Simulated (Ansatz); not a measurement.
Basis-set extrapolation for C$_{4}$H$_{6}$O, SMILES `OC1=CCC1` (PBE0-D4/def2-TZVP geometry, frozen core, the Gaussian-basis code of Ansatz). Multiplicity 1, RHF reference.

```tsv
	def2-TZVPP	def2-QZVPP
HF	-229.856886	-229.867356
MP2 correlation	-0.891591	-0.952228
CCSD(T) correlation	-0.961427	not run
```

Energies in hartree. Use E(X) = E(∞) + A·exp(−7.88·√X) for Hartree–Fock and E(X) = E(∞) + B·X^(−2.97) for correlation, with X = 3 and 4, and add CCSD(T) minus MP2 of the smaller set to the MP2 limit.

Question: What is the CCSD(T) energy at the basis-set limit?

Answer: HF limit: -229.867356 + (-0.010470) × 0.13774 = -229.86880. MP2 limit: -0.952228 + (-0.060637) × 0.74074 = -0.99714. Higher-order term: -0.961427 − (-0.891591) = -0.06984. Total: -230.93578 hartree, 3.20 eV below CCSD(T)/def2-TZVPP.
